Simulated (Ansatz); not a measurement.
**How fast does K move in KBr?**

Theory: DFT LDA, scalar-relativistic, plane waves, PAW (Ansatz). (420 eV cutoff, 2×2×2 k-mesh, Gaussian smearing of 0.02 eV, no spin polarisation)

Host crystal, relaxed:

```
K Br
1.0
     0.00000    3.18563    3.18563
     3.18563    0.00000    3.18563
     3.18563    3.18563    0.00000
K Br
1 1
Direct
  0.00000 0.00000 0.00000
  0.50000 0.50000 0.50000
```

In a supercell of 16 host sites with charge -1, K trades places with a neighbouring K vacancy, moving 4.51 Å. Climbing-image nudged elastic band at fixed cell; the order of the saddle wasn't checked, and the small cell leaves errors of about a tenth of an eV.

```
image path (Å) E − E(0) (eV)
    0      0.00          0.000
    1      1.30          0.347
    2      2.60          0.844
    3      3.91          0.347
    4      5.21          0.000
```

Q: What are the barriers forward and back, and what attempt frequency does the shape suggest?

A: Forward 0.84 eV, back 0.84 eV, the ends being level. For a sinusoidal profile E_b sin²(πx/l), with the K atom alone moving, ν = (1/l)√(E_b/2m) = 2.3×10¹² s⁻¹, within an order of magnitude of the customary 10¹³ s⁻¹; a true prefactor needs the vibrations at the minimum and at the saddle.

Q: With ν = 10¹³ s⁻¹, how often does the exchange happen at 300, 600 and 1000 K once atom and vacancy are neighbours, taking the host as solid throughout? Does that give the diffusivity?

A: k = ν exp(−E_b/k_BT):
| T (K) | k (1/s) | wait (s) |
| --- | --- | --- |
| 300 | 0.066 | 15 |
| 600 | 8.1×10⁵ | 1.2×10⁻⁶ |
| 1000 | 5.6×10⁸ | 1.8×10⁻⁹ |

No. The atom can jump only when a vacancy is beside it, so where vacancies are thermal the activation energy of diffusion adds the vacancy's formation energy; where doping, quenching or off-stoichiometry fixes their number, it doesn't. And repeated exchanges only swap the two back and forth: K gets on when the vacancy moves round it by other jumps, which the correlation factor counts. An error of 0.1 eV in the barrier changes k by a factor of 48 at 300 K and 3.2 at 1000 K.

Cost: 1 run of about 3.8 core-minutes, on Arm Neoverse V2 (shared hosts).